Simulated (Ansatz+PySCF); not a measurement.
The numbers below are computed, except where a source is named.
## Several solutions for singlet H2O

| atom | x (Å) | y (Å) | z (Å) |
| --- | --- | --- | --- |
| O | 0.0000 | 0.0000 | -0.2393 |
| H | 0.0000 | 1.5084 | 0.9573 |
| H | 0.0000 | -1.5084 | 0.9573 |

Basis set: cc-pVDZ (spherical functions). Charge 0, multiplicity 1.

CASSCF(2,2) was run from several starts with Ansatz (development build ahead of 0.2.0) and PySCF 2.14.0. The starts are those of the Hartree–Fock orbitals from which the active space was taken at the frontier.

```json
{"run": "A", "program": "PySCF", "start": "program defaults", "converged": "yes", "energy (hartree)": "-75.67060", "<S²>": "0.00"}
{"run": "B", "program": "Ansatz", "start": "stability test followed", "converged": "yes", "energy (hartree)": "-75.70711", "<S²>": "0.00"}
{"run": "C", "program": "Ansatz", "start": "atomic start, no search", "converged": "yes", "energy (hartree)": "-75.70711", "<S²>": "0.00"}
{"run": "D", "program": "Ansatz", "start": "search for the lowest state", "converged": "yes", "energy (hartree)": "-75.70711", "<S²>": "0.00"}
```

Q: Which runs reached the lowest solution of this kind, and what is wrong with the others?

A: B, C, D reached the lowest solution found. Converged but too high: A by 0.99 eV. Convergence only shows a stationary point; in CASSCF the end hangs on which orbitals enter the active space. Caution: other starts end on other solutions of this active space.
